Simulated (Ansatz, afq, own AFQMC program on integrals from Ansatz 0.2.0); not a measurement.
Integrals from Ansatz 0.2.0, then the random walk in our own AFQMC program (afq).

```yaml
crystal:
  periodic: [false, false, false]
  atoms:
    - {symbol: B, position_ang: [0.000000, 0.000000, 0.000000]}
    - {symbol: Al, position_ang: [0.000000, 0.000000, 1.605000]}
basis:
  gaussian: {orbitals: cc-pVDZ}
magnetization: {spin_polarized: false, initial_magnetization: 2}
correlation: {method: ccsd_t, electrons: outside_noble_gas, hamiltonian_folder: ham}
```

```sh
$ ansatz run in.yaml --threads 1 --pin off --events-out ev --progress --plain --max-ram 16896MiB --backend cuda --devices 0, --max-vram 18GiB
```

afq runs on the folder ham with

```
--method free --trial hf --walkers 50 --time-step 0.08 --max-blocks 120 --target-error 0.00058 --factor-cut 1e-05 --seed 7484 --times 0.0,0.4,0.8,1.6,2.4 --taylor-order 8
```

Times are imaginary, in 1/Eh. The walk had a cap of 60 s.

Output of the walk:

```
orbitals 26  electrons 4 2  factors 184 of 315
reference energy -266.34171304 Eh
CCSD correlation -0.13817126 Eh in 16 cycles, weight of the determinant in the CISD state 0.8077
repeat  energy at the last time / Eh  error
    10  -266.472522  0.004961
    20  -266.480346  0.004107
    30  -266.483529  0.003608
    40  -266.483290  0.003080
    50  -266.484313  0.002679
    60  -266.483952  0.002387
    70  -266.485948  0.002193
    80  -266.486595  0.002063
    90  -266.486124  0.001911
   100  -266.486045  0.001856
   110  -266.486405  0.001742
   120  -266.486060  0.001655
time / (1/Eh)  energy / Eh  error  mean overlap
  0.00  -266.481278  0.001046  1.0000
  0.40  -266.481391  0.001102  1.0061
  0.80  -266.481460  0.001124  1.0160
  1.60  -266.484310  0.001224  1.0252
  2.40  -266.486060  0.001655  1.0298
energy -266.486060 +/- 0.001655 Eh
```

The run passed its tests (error under three times the target), which doesn't prove that it has relaxed.

Against this walk (error 45.0 meV) on the same determinant: CCSD(T) 69.9 meV lower (within the noise), CCSDT(Q) 141.7 meV lower, CCSDTQ 144.4 meV lower, full CI 145.3 meV lower. The error is statistical, and a free projection of finite length keeps a remainder of its start. The projection is still falling at its last time (meV from the last point: 130 ± 28 at 0.00, 127 ± 30 at 0.40, 125 ± 31 at 0.80, 48 ± 33 at 1.60, 0 ± 45 at 2.40), so its energy is a cut-off value, and the gaps above aren't errors of the other methods. Full CI is exact here, so the walk's 145 meV above it is the walk's own error: what remains of the start. The determinant is a poor start (see the cautions), so the low cluster orders aren't to be relied on, and full CI is the sure value.

Cautions: remainder of the start not in the error; error above the target (45.0 against 15.8 meV); lower spins were not checked; a spin-contaminated unrestricted determinant lies lower (UHF 916 meV lower, ⟨S²⟩ 2.80); strong correlation (T1 0.073, weight of the determinant 0.81, largest double 0.21); (T) is large, 6 % of the CCSD correlation; the time-step error isn't removed.

The walk took 6.7 s on 1 × NVIDIA H100 80GB HBM3 with 2 threads of AMD EPYC 7R13 Processor (Zen 3), on a shared host (the card was shared). The log's last line is the free-projection energy.

CCSDT and higher add their correlation energy to the determinant of the CCSD(T) run, since their own runs factorise the integrals more tightly (a shift of under 2 meV). A walk keeps the symmetry of its determinant, which the program's search chose and which needn't be the lowest solution, so a lower state of the same spin and another symmetry isn't excluded.
